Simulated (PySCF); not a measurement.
NaH at TPSS

Computed with TPSS; Na x2c-TZVPPall, H x2c-TZVPPall; spin-free X2C with a Gaussian nucleus (PySCF 2.14).

- state: ¹Σ⁺ (singlet), closed shell
- bond length: 0.1893 nm
- harmonic wavenumber: 1160 cm⁻¹
- force constant: 0.766 mdyn/Å
- rotational constant Be: 4.874 cm⁻¹
- anharmonicity ωexe: 18.8 cm⁻¹
- vibration–rotation constant αe: 0.133 cm⁻¹
- well depth De to Na + H: 2.09 eV
- dissociation energy D0: 2.01 eV
- HOMO–LUMO gap: 2.57 eV
- bond order (Mayer): 0.89
- dipole moment (positive dipole means Na(−)H(+)): -6.12 D
